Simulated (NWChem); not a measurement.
System: carbonyl sulfide (COS); SMILES O=C=S

The following NWChem deck was run.

```
start job
memory heap 200 mb stack 900 mb global 1100 mb
geometry units angstroms noautoz
  O     -1.676535     0.026960     0.022296
  C     -0.520351     0.008350     0.006924
  S      1.043153    -0.016772    -0.013873
end
basis spherical
  * library def2-svp
end
dft
  xc m06-l
  grid xfine
  iterations 150
  mulliken
end
task dft gradient
```

Parts of the log:

```
             Northwest Computational Chemistry Package (NWChem) 7.3.0
             --------------------------------------------------------

 ORDER OF PRIMARY AXIS IS BEING SET TO 4
 C4V symmetry detected

                             Geometry "geometry" -> ""
                             -------------------------

 Output coordinates in angstroms (scale by  1.889725989 to convert to a.u.)

  No.       Tag          Charge          X              Y              Z
 ---- ---------------- ---------- -------------- -------------- --------------
    1 O                    8.0000     0.00000000     0.00000000    -1.68210321
    2 C                    6.0000     0.00000000     0.00000000    -0.52566727
    3 S                   16.0000     0.00000000     0.00000000     1.03817683

 Effective nuclear repulsion energy (a.u.)      79.3490759054

      Symmetry information
      --------------------

 Group name             C4v
 Group number             18
 Group order               8
 No. of unique centers     3

                                 NWChem DFT Module
                                 -----------------

 Summary of "ao basis" -> "ao basis" (spherical)
 ------------------------------------------------------------------------------
       Tag                 Description            Shells   Functions and Types
 ---------------- ------------------------------  ------  ---------------------
 O                          def2-svp                 6       14   3s2p1d
 C                          def2-svp                 6       14   3s2p1d
 S                          def2-svp                 8       18   4s3p1d

      Symmetry analysis of basis
      --------------------------

        a1         20
        a2          0
        b1          3
        b2          3
        e          20

            General Information
            -------------------
          SCF calculation type: DFT
          Wavefunction type:  closed shell.
          No. of atoms     :     3
          No. of electrons :    30
           Alpha electrons :    15
            Beta electrons :    15
          Charge           :     0
          Spin multiplicity:     1
          Use of symmetry is: on ; symmetry adaption is: on
          Maximum number of iterations: 150
          AO basis - number of functions:    46
                     number of shells:    20
          Convergence on energy requested:  1.00D-06
          Convergence on density requested:  1.00D-05
          Convergence on gradient requested:  5.00D-04

              XC Information
              --------------
                        M06-L Method XC Functional
                         M06-L Exchange Functional  1.000
                       M06-L Correlation Potential  1.000

             Grid Information
             ----------------
          Grid used for XC integration:  xfine
          Radial quadrature: Mura-Knowles
          Angular quadrature: Lebedev.
          Tag              B.-S. Rad. Rad. Pts. Rad. Cut. Ang. Pts.
          ---              ---------- --------- --------- ---------
          O                   0.60      100           8.0      1454
          C                   0.70      100           7.0      1454
          S                   1.00      125           7.0      1454
          Grid pruning is: on
          Number of quadrature shells:   325
          Spatial weights used:  Erf1

      Superposition of Atomic Density Guess
      -------------------------------------

 Sum of atomic energies:        -509.66328285

      Non-variational initial energy
      ------------------------------

 Total energy =    -510.671401
 1-e energy   =    -860.197621
 2-e energy   =     270.177145
 HOMO         =      -0.343509
 LUMO         =       0.054569

      Symmetry analysis of molecular orbitals - initial
      -------------------------------------------------

 !! scf_movecs_sym_adapt:    6 vectors were symmetry contaminated

  Symmetry fudging

 !! scf_movecs_sym_adapt:    6 vectors were symmetry contaminated

  Numbering of irreducible representations:

     1 a1          2 a2          3 b1          4 b2          5 e

  Orbital symmetries:

     1 a1          2 a1          3 a1          4 a1          5 a1
     6 e           7 e           8 a1          9 a1         10 a1
    11 e          12 e          13 a1         14 e          15 e
    16 e          17 e          18 a1         19 a1         20 a1
    21 e          22 e          23 a1         24 a1         25 e

     ---------------------------------------------
      Total Density - Mulliken Population Analysis
     ---------------------------------------------

    Atom       Charge   Shell Charges
 -----------   ------   -------------------------------------------------------
    1 O    8     8.49   1.99  1.13  0.63  2.97  1.76  0.02
    2 C    6     5.21   1.99  0.94  0.19  1.42  0.59  0.08
    3 S   16    16.30   2.00  1.99  1.22  0.69  5.94  1.77  2.65  0.05

   convergence    iter        energy       DeltaE   RMS-Dens  Diis-err
 ---------------- ----- ----------------- --------- --------- ---------
 d= 0,ls=0.0,diis     1   -511.2312713304 -5.91D+02  3.06D-02  7.73D-01
 d= 0,ls=0.0,diis     2   -510.8343264716  3.97D-01  2.19D-02  4.90D+00
 d= 0,ls=0.0,diis     3   -511.3102202986 -4.76D-01  9.37D-03  1.45D-01
 d= 0,ls=0.0,diis     4   -511.3186293160 -8.41D-03  5.14D-03  7.15D-02
 d= 0,ls=0.0,diis     5   -511.3285467870 -9.92D-03  8.39D-04  1.28D-03
  Resetting Diis
 d= 0,ls=0.0,diis     6   -511.3287663758 -2.20D-04  8.44D-05  6.67D-06
 d= 0,ls=0.0,diis     7   -511.3287671445 -7.69D-07  4.60D-05  1.52D-06
 d= 0,ls=0.0,diis     8   -511.3287665581  5.86D-07  2.99D-05  7.51D-06
 d= 0,ls=0.0,diis     9   -511.3287672997 -7.42D-07  1.15D-05  2.29D-07
 d= 0,ls=0.0,diis    10   -511.3287673164 -1.67D-08  4.77D-06  8.19D-08

         Total DFT energy =     -511.328767316429
      One electron energy =     -860.992193044269
           Coulomb energy =      309.955226510689
    Exchange-Corr. energy =      -39.640876688215
 Nuclear repulsion energy =       79.349075905365

 Numeric. integr. density =       30.000000137241

                  Occupations of the irreducible representations
                  ----------------------------------------------

                     irrep           alpha         beta
                     --------     --------     --------
                     a1                9.0          9.0
                     a2                0.0          0.0
                     b1                0.0          0.0
                     b2                0.0          0.0
                     e                 6.0          6.0

                       DFT Final Molecular Orbital Analysis
                       ------------------------------------

 Vector   13  Occ=2.000000D+00  E=-4.401288D-01  Symmetry=a1
              MO Center= -4.4D-15, -8.8D-16,  5.1D-01, r^2= 2.5D+00
   Bfn.  Coefficient  Atom+Function         Bfn.  Coefficient  Atom+Function
  ----- ------------  ---------------      ----- ------------  ---------------
    31     -0.356541  3 S  s                 20      0.346189  2 C  pz
    32     -0.312839  3 S  s                 38     -0.309127  3 S  pz
    41     -0.288752  3 S  pz                 6     -0.283965  1 O  pz
    30      0.252080  3 S  s                 35     -0.179844  3 S  pz
    16      0.166335  2 C  s                  9     -0.147243  1 O  pz

 Vector   14  Occ=2.000000D+00  E=-2.855741D-01  Symmetry=e
              MO Center=  1.2D-15,  6.4D-15,  3.7D-01, r^2= 2.3D+00
   Bfn.  Coefficient  Atom+Function         Bfn.  Coefficient  Atom+Function
  ----- ------------  ---------------      ----- ------------  ---------------
    39      0.486106  3 S  px                36      0.366434  3 S  px
     4     -0.282661  1 O  px                40     -0.238747  3 S  py
     7     -0.219449  1 O  px                33      0.206194  3 S  px
    37     -0.179971  3 S  py                 5      0.138827  1 O  py
    18      0.110690  2 C  px                 8      0.107780  1 O  py

 Vector   15  Occ=2.000000D+00  E=-2.855741D-01  Symmetry=e
              MO Center= -3.9D-16, -7.2D-17,  3.7D-01, r^2= 2.3D+00
   Bfn.  Coefficient  Atom+Function         Bfn.  Coefficient  Atom+Function
  ----- ------------  ---------------      ----- ------------  ---------------
    40      0.486106  3 S  py                37      0.366434  3 S  py
     5     -0.282661  1 O  py                39      0.238747  3 S  px
     8     -0.219449  1 O  py                34      0.206194  3 S  py
    36      0.179971  3 S  px                 4     -0.138827  1 O  px
    19      0.110690  2 C  py                 7     -0.107780  1 O  px

 Vector   16  Occ=0.000000D+00  E=-5.266105D-02  Symmetry=e
              MO Center=  6.0D-15,  3.3D-14, -2.6D-01, r^2= 2.2D+00
   Bfn.  Coefficient  Atom+Function         Bfn.  Coefficient  Atom+Function
  ----- ------------  ---------------      ----- ------------  ---------------
    18      0.452561  2 C  px                21      0.424281  2 C  px
    39     -0.386369  3 S  px                19      0.357405  2 C  py
    22      0.335071  2 C  py                 7     -0.312549  1 O  px
    40     -0.305131  3 S  py                 4     -0.287583  1 O  px
     8     -0.246832  1 O  py                 5     -0.227116  1 O  py

 Vector   17  Occ=0.000000D+00  E=-5.266105D-02  Symmetry=e
              MO Center=  1.1D-16, -2.0D-16, -2.6D-01, r^2= 2.2D+00
   Bfn.  Coefficient  Atom+Function         Bfn.  Coefficient  Atom+Function
  ----- ------------  ---------------      ----- ------------  ---------------
    19      0.452561  2 C  py                22      0.424281  2 C  py
    40     -0.386369  3 S  py                18     -0.357405  2 C  px
    21     -0.335071  2 C  px                 8     -0.312549  1 O  py
    39      0.305131  3 S  px                 5     -0.287583  1 O  py
     7      0.246832  1 O  px                 4      0.227116  1 O  px

 Vector   18  Occ=0.000000D+00  E= 4.700293D-02  Symmetry=a1
              MO Center= -2.6D-16, -7.2D-17,  4.3D-01, r^2= 2.4D+00
   Bfn.  Coefficient  Atom+Function         Bfn.  Coefficient  Atom+Function
  ----- ------------  ---------------      ----- ------------  ---------------
    17      1.619775  2 C  s                 41      1.146742  3 S  pz
    32     -0.894750  3 S  s                 16      0.413601  2 C  s
    31     -0.344489  3 S  s                 23      0.340657  2 C  pz
     3     -0.310987  1 O  s                 38      0.306039  3 S  pz
     9     -0.229385  1 O  pz                 6     -0.210068  1 O  pz

     ---------------------------------------------
      Total Density - Mulliken Population Analysis
     ---------------------------------------------

    Atom       Charge   Shell Charges
 -----------   ------   -------------------------------------------------------
    1 O    8     8.12   1.99  1.15  0.61  2.79  1.56  0.02
    2 C    6     5.78   1.99  0.99  0.11  1.96  0.64  0.10
    3 S   16    16.10   2.00  1.99  1.24  0.68  5.93  1.80  2.40  0.07

     -------------------------------------------
      Total Density - Lowdin Population Analysis
     -------------------------------------------

    Atom       Charge   Shell Charges
 -----------   ------   -------------------------------------------------------
    1 O    8     8.04   1.98  0.94  0.63  2.65  1.81  0.04
    2 C    6     6.06   1.97  0.68  0.32  1.76  1.12  0.21
    3 S   16    15.90   2.00  1.96  0.97  0.70  5.81  1.90  2.47  0.09

     Multipole analysis of the density
     ---------------------------------

     L   x y z        total         alpha         beta         nuclear
     -   - - -        -----         -----         ----         -------
     0   0 0 0     -0.000000    -15.000000    -15.000000     30.000000

     1   1 0 0      0.000000      0.000000      0.000000      0.000000
     1   0 1 0     -0.000000     -0.000000     -0.000000      0.000000
     1   0 0 1      0.199384      0.099692      0.099692      0.000000

     2   2 0 0    -16.984024     -8.492012     -8.492012      0.000000
     2   1 1 0     -0.000000     -0.000000     -0.000000      0.000000
     2   1 0 1     -0.000000     -0.000000     -0.000000      0.000000
     2   0 2 0    -16.984024     -8.492012     -8.492012      0.000000
     2   0 1 1      0.000000      0.000000      0.000000      0.000000
     2   0 0 2    -18.325496    -83.331440    -83.331440    148.337384

            General Information
            -------------------
          SCF calculation type: DFT
          Wavefunction type:  closed shell.
          No. of atoms     :     3
          No. of electrons :    30
           Alpha electrons :    15
            Beta electrons :    15
          Charge           :     0
          Spin multiplicity:     1
          Use of symmetry is: on ; symmetry adaption is: on
          Maximum number of iterations: 150
          AO basis - number of functions:    46
                     number of shells:    20
          Convergence on energy requested:  1.00D-06
          Convergence on density requested:  1.00D-05
          Convergence on gradient requested:  5.00D-04

              XC Information
              --------------
                        M06-L Method XC Functional
                         M06-L Exchange Functional  1.000
                       M06-L Correlation Potential  1.000

             Grid Information
             ----------------
          Grid used for XC integration:  xfine
          Radial quadrature: Mura-Knowles
          Angular quadrature: Lebedev.
          Tag              B.-S. Rad. Rad. Pts. Rad. Cut. Ang. Pts.
          ---              ---------- --------- --------- ---------
          O                   0.60      100           8.0      1454
          C                   0.70      100           7.0      1454
          S                   1.00      125           7.0      1454
          Grid pruning is: on
          Number of quadrature shells:   325
          Spatial weights used:  Erf1

          Convergence Information
          -----------------------
          Convergence aids based upon iterative change in
          total energy or number of iterations.
          Levelshifting, if invoked, occurs when the
          HOMO/LUMO gap drops below (HL_TOL):  1.00D-02
          DIIS, if invoked, will attempt to extrapolate
          using up to (NFOCK): 10 stored Fock matrices.

                    Damping( 0%)  Levelshifting(0.5)       DIIS
                  --------------- ------------------- ---------------
          dE  on:    start            ASAP                start
          dE off:    2 iters        150 iters           150 iters

                            NWChem DFT Gradient Module
                            --------------------------

  charge          =   0.00
  wavefunction    = closed shell

  Using symmetry

                         DFT ENERGY GRADIENTS

    atom               coordinates                        gradient
                 x          y          z           x          y          z
   1 O       0.000000   0.000000  -3.178714    0.000000   0.000000   0.011521
   2 C       0.000000   0.000000  -0.993367    0.000000   0.000000  -0.013869
   3 S       0.000000   0.000000   1.961870    0.000000   0.000000   0.002348
```

Level: M06-L/def2-SVP. All runs use the structure optimised with PBE0/def2-SVP.
